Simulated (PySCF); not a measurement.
Gas-phase reaction: 2 SiHF2 + 5 H + Si2H5 → 4 SiH3F

Computed with PySCF (xtb for GFN2) and rigid-rotor harmonic-oscillator thermochemistry at 1 bar. † marks an energy on the PBE0/def2-TZVP geometry and frequencies; other levels use their own. MP2 and CCSD(T) freeze the core. Open shells (unrestricted): SiHF2 (multiplicity 2), H (multiplicity 2), Si2H5 (multiplicity 2); the rest are closed-shell singlets. GFN2 has no spin-polarisation term. B3LYP is the form with VWN-RPA correlation. SiHF2, Si2H5: computed as isolated molecules; such fragments, hydroxides, amides, oligomers or adducts are transient or little studied in the gas. MP2 isn't extrapolated to the basis-set limit; its ΔH°(298 K) is -1463.6 kJ in def2-SVP and -1512.6 kJ in def2-TZVPP. CCSD(T) isn't extrapolated to the basis-set limit; its ΔH°(298 K) is -1521.4 kJ in def2-SVP and -1562.7 kJ in def2-TZVPP. The harmonic model lacks anharmonicity and excited electronic states, which grow with temperature; levels with a mode under 35 cm⁻¹ are left out. Internal rotation in Si2H5 is treated as a harmonic vibration of one conformer, which makes the entropy rough.

| level | ΔE electronic, kJ | ΔH°(298 K), kJ | ΔS°(298 K), J/K | ΔG°(800 K), kJ |
|---|---|---|---|---|
| B3LYP/def2-TZVP† | -1648 | -1560 | -456 | -1173 |
| CCSD(T)/def2-TZVPP† | -1651 | -1563 | -456 | -1176 |
| GFN2-xTB | -2117 | -2036 | -455 | -1652 |
| MP2/def2-TZVPP† | -1601 | -1513 | -456 | -1126 |
| PBE0/def2-TZVP | -1567 | -1479 | -456 | -1093 |
| r2SCAN/def2-TZVP† | -1580 | -1492 | -456 | -1105 |
ΔH° is lowest at GFN2-xTB and highest at PBE0/def2-TZVP. No reference value is set beside these.
